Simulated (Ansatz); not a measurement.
**C₃H₂ClN: up Jacob's ladder to CCSD(T)**

One table from this session's results is given with a row withheld; the runs are named, their logs left out.

Method: functionals in def2-TZVPP, the program's frozen cores in correlated methods; program: Ansatz 0.2.0, Gaussian basis.

Levels to be run: LDA (SPW92), PBE-D4, revPBE-D4, BLYP-D4, r2SCAN-D4, B97M-V, PBE0-D4, B3LYP-D4, r2SCANh-D4, r2SCAN0-D4, HSE06-D4, BHLYP-D4, CAM-B3LYP-D4, LC-ωPBE, ωB97X-V, ωB97M-V, B2PLYP, PBE-QIDH; CCSD(T)/def2-SVP; CCSD(T)/def2-TZVPP; MP2/def2-QZVPP; extrapolation to the limit; RPA on PBE.

### The geometry

An earlier PBE0-D4 in a triple-zeta def2 set relaxation fixed the geometry.

SMILES `C=C1N=C1Cl`, 7 atoms, charge 0, spin multiplicity 1.

Atoms are counted from 1 here; the program's logs count them from 0.

Bond lengths: C1–C2 1.313 Å, C1–H6 1.081 Å, C1–H7 1.082 Å, C2–N3 1.461 Å, C2–C4 1.384 Å, N3–C4 1.268 Å, C4–Cl5 1.671 Å. Angles: C2–C1–H6 120.2°, C2–C1–H7 120.6°, H6–C1–H7 119.2°, C1–C2–N3 144.9°, C1–C2–C4 162.2°, N3–C2–C4 52.8°, C2–N3–C4 60.5°, C2–C4–N3 66.7°, C2–C4–Cl5 154.2°, N3–C4–Cl5 139.0°.

The first run:

Contents of in.yaml:

```yaml
crystal:
  periodic: [false, false, false]
  atoms:
    - {symbol: C, position_ang: [0.539219, -0.242801, 1.184812]}
    - {symbol: C, position_ang: [0.112877, -0.130065, -0.051765]}
    - {symbol: N, position_ang: [0.250461, -0.637207, -1.415405]}
    - {symbol: C, position_ang: [-0.579759, 0.289859, -1.174532]}
    - {symbol: Cl, position_ang: [-1.693688, 1.229488, -1.991186]}
    - {symbol: H, position_ang: [0.130538, 0.389247, 1.961295]}
    - {symbol: H, position_ang: [1.301651, -0.966521, 1.441079]}
basis:
  gaussian: {orbitals: def2-TZVPP}
hamiltonian: {xc: lda}
output: {orbitals: {seedname: orbitals}}
```

Started as:

```sh
ansatz run in.yaml --threads 2 --pin off --events-out ev --progress --plain --max-ram 4352MiB
```

Among the steps run: LDA; PBE-D4 (GGA); revPBE-D4 (GGA); BLYP-D4 (GGA); r2SCAN-D4 (meta-GGA); B97M-V (meta-GGA); B3LYP-D4 (hybrid); r2SCANh-D4 (hybrid); r2SCAN0-D4 (hybrid); HSE06-D4 (hybrid); BHLYP-D4 (hybrid); CAM-B3LYP-D4 (range-separated); LC-ωPBE (range-separated); ωB97X-V (range-separated); ωB97M-V (range-separated); B2PLYP (double hybrid); PBE-QIDH (double hybrid).

One table of the session follows, with a row left open; its other results are not shown here.

It belongs to the step «Frontier levels by functional». 

| functional | HOMO (eV) | gap (eV) |
| --- | --- | --- |
| LDA (SPW92) | -6.24 | 3.52 |
| PBE-D4 | -6.03 | 3.57 |
| revPBE-D4 | -5.96 | 3.59 |
| BLYP-D4 | -5.86 | 3.55 |
| r2SCAN-D4 | -6.21 | 3.92 |
| B97M-V | -6.17 | 4.06 |
| PBE0-D4 | -7.13 | 5.76 |
| B3LYP-D4 | -6.91 | 5.30 |
| r2SCANh-D4 | -6.63 | 4.74 |
| r2SCAN0-D4 | -7.25 | 5.98 |
| HSE06-D4 | -6.73 | 4.97 |
| BHLYP-D4 | -8.06 | 7.93 |
| CAM-B3LYP-D4 | ? | ? |
| LC-ωPBE | -9.83 | 10.90 |
| ωB97X-V | -9.41 | 10.43 |
| ωB97M-V | -9.29 | 10.28 |

Estimate the missing values for CAM-B3LYP-D4.

As computed: HOMO (eV): -8.44; gap (eV): 8.30. In the column «HOMO (eV)» it lies between ωB97M-V (-9.29) and BHLYP-D4 (-8.06).
